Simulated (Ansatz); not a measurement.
```yaml
crystal:
  periodic: [false, false, false]
  atoms:
    - {symbol: B, position_ang: [-0.081859, -0.254264, 0.156927]}
    - {symbol: Cl, position_ang: [1.651834, 0.107368, 0.084033]}
    - {symbol: Cl, position_ang: [-0.707561, 1.509009, -0.097602]}
    - {symbol: H, position_ang: [-0.620834, -1.255935, 0.022958]}
basis:
  gaussian: {orbitals: cc-pVDZ}
hamiltonian: {xc: {name: LC-wPBE}}
output: {forces: true}
```

```sh
$ ansatz run in.yaml --threads 2 --pin off --events-out ev --progress --plain --max-ram 4352MiB
```

It prints (some lines left out):

```
Functional definition: LC-wPBE
564 factors; integrals over basis functions are off by at most 8.3e-4 eV
192 factors; integrals over basis functions are off by at most 1.8e-5 eV
mean field evaluation 1: about -25730.6617 eV, gradient 1.7e1 eV
mean field evaluation 2: about -25731.2192 eV, gradient 1.3e1 eV
mean field evaluation 4: about -25731.7023 eV, gradient 2.7e-1 eV
mean field evaluation 8: about -25731.7075 eV, gradient 5.8e-3 eV
mean field -25731.70745083 eV, -945.6228072403 hartree, gradient 4.6e-5 eV, S^2 0.000000; 0 other end points of the search recorded, 0 dependent functions left out
reference -25731.70745084 eV, -945.6228072404 hartree; 20, 20 occupied and 35, 35 virtual orbitals, 564 factors
Total energy: -25731.70745084 eV, -945.6228072404 hartree
Atom 0 at    -0.081859    -0.254264     0.156927 Å, force     1.777751     5.155732    -1.373277 eV/Å
Atom 1 at     1.651834     0.107368     0.084033 Å, force     0.114805    -1.777334     0.512295 eV/Å
Atom 2 at    -0.707561     1.509009    -0.097602 Å, force    -1.087089    -2.213564     0.551973 eV/Å
Atom 3 at    -0.620834    -1.255935     0.022958 Å, force    -0.805467    -1.164834     0.309010 eV/Å
Dipole moment:    -0.066518    -0.334550     0.070064 e Å
```

Run time 0.7 s (2 threads of Arm Neoverse V2 on a shared host).

LC-ωPBE has ω = 0.4 bohr⁻¹.
